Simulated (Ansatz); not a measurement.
Basis-set series for `P12P3P1P23`. Charge 0, multiplicity 1. Geometry: relaxed with PBE0-D4/def2-TZVP.

```csv
functional,basis,functions,energy (Eh),HOMO (eV),LUMO (eV)
PBE0-D4,def2-TZVPP,168,-1365.01662,-7.62,-0.71
PBE0-D4,def2-QZVPP,280,-1365.05836,-7.64,-0.75
ωB97M-V,def2-TZVPP,168,-1365.44092,-9.48,1.28
ωB97M-V,def2-QZVPP,280,-1365.48003,-9.50,0.96
```

Q: Give the rows for def2-SVP. (Best estimate.)

A: Ansatz gave: 
```
functional     basis  functions  energy (Eh)  HOMO (eV)  LUMO (eV)
   PBE0-D4  def2-SVP         72  -1364.53334      -7.81      -0.70
   ωB97M-V  def2-SVP         72  -1364.96286      -9.62       1.43
```

Positive LUMOs are unbound and depend on the basis.
